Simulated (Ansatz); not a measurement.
Cost and result for the atomization energy of `CS[SiH]` (7 atoms, 6 bonds).

Cartesian coordinates in Å:
```
C 1.101 -0.078 0.068
S -0.521 -0.734 -0.403
Si -1.860 0.763 0.188
H 1.724 0.000 -0.823
H 0.998 0.904 0.531
H 1.570 -0.766 0.771
H -3.012 -0.090 -0.333
```

Total charge 0; spin multiplicity 1. All single points use the PBE0-D4/def2-TZVP geometry. Program: Ansatz. All runs use 4 threads of an Arm Neoverse V1 on a shared host. Times are those of one run each, without the atoms' runs, and a repeat can differ threefold. Electronic energies, without spin–orbit coupling; frozen cores. CCSD(T)/CBS adds CCSD(T) − MP2 in def2-TZVPP to the MP2 limit, and its time is that of the two runs behind it. T1 = 0.016; the RHF reference is unstable towards UHF.

CCSD(T)/CBS is a level of theory with its own doubt, some kJ/mol a heavy atom from the limit and from the frozen cores, so smaller differences don't rank the functionals.

```
                             level  functions  wall time
            LDA (SPW92)/def2-TZVPP        171     0.65 s
                  CCSD(T)/def2-SVP         70     0.65 s
              revPBE-D4/def2-TZVPP        171        1 s
               BHLYP-D4/def2-TZVPP        171      1.1 s
   PBE-D4/def2-TZVPP (with forces)        171      1.2 s
               PBE-QIDH/def2-TZVPP        171      2.2 s
r2SCAN-D4/def2-TZVPP (with forces)        171      2.4 s
             r2SCANh-D4/def2-TZVPP        171      2.5 s
                ωB97X-V/def2-TZVPP        171      3.6 s
                 B97M-V/def2-TZVPP        171      4.2 s
                    MP2/def2-QZVPP        317        7 s
                CCSD(T)/def2-TZVPP        171       12 s
                 CCSD(T)/CBS(def2)          –       19 s
```

Problem. What atomization energy does each give, and how far from CCSD(T)/CBS? (Estimate.)

Solution. The calculation gave: 
```csv
level,atomization (kcal/mol),difference from CCSD(T)/CBS,per bond
LDA (SPW92)/def2-TZVPP,623.2,75.7,12.6
CCSD(T)/def2-SVP,510.4,-37.1,-6.2
revPBE-D4/def2-TZVPP,545.9,-1.6,-0.3
BHLYP-D4/def2-TZVPP,533.4,-14.1,-2.3
PBE-D4/def2-TZVPP (with forces),556.6,9.1,1.5
PBE-QIDH/def2-TZVPP,542.1,-5.4,-0.9
r2SCAN-D4/def2-TZVPP (with forces),548.5,1.0,0.2
r2SCANh-D4/def2-TZVPP,545.4,-2.1,-0.3
ωB97X-V/def2-TZVPP,549.6,2.1,0.3
B97M-V/def2-TZVPP,554.2,6.7,1.1
MP2/def2-QZVPP,543.3,-4.2,-0.7
CCSD(T)/def2-TZVPP,531.7,-15.8,-2.6
CCSD(T)/CBS(def2),547.5,0.0,0.0
```

Leaving LDA and LC-ωPBE aside and taking each functional with its dispersion term where it has one, the values spread over 23.1 kcal/mol, from BHLYP-D4 to PBE-D4. LDA lies +70.1 kcal/mol from PBE without D4, its usual overbinding. From BLYP to BHLYP (50 % exact exchange), in def2-TZVPP and without D4, the atomization energy moves by −9.8 kcal/mol: exact exchange takes away binding that semilocal exchange gives to molecules. The D4 term adds +5.7 kcal/mol with B3LYP and +2.9 kcal/mol with PBE0; it sums over pairs of atoms, weighted by their polarisabilities, and B3LYP, whose exchange is more repulsive, gets the larger term.

B3LYP here is the variant with VWN-RPA as its local correlation; programs differ in this.
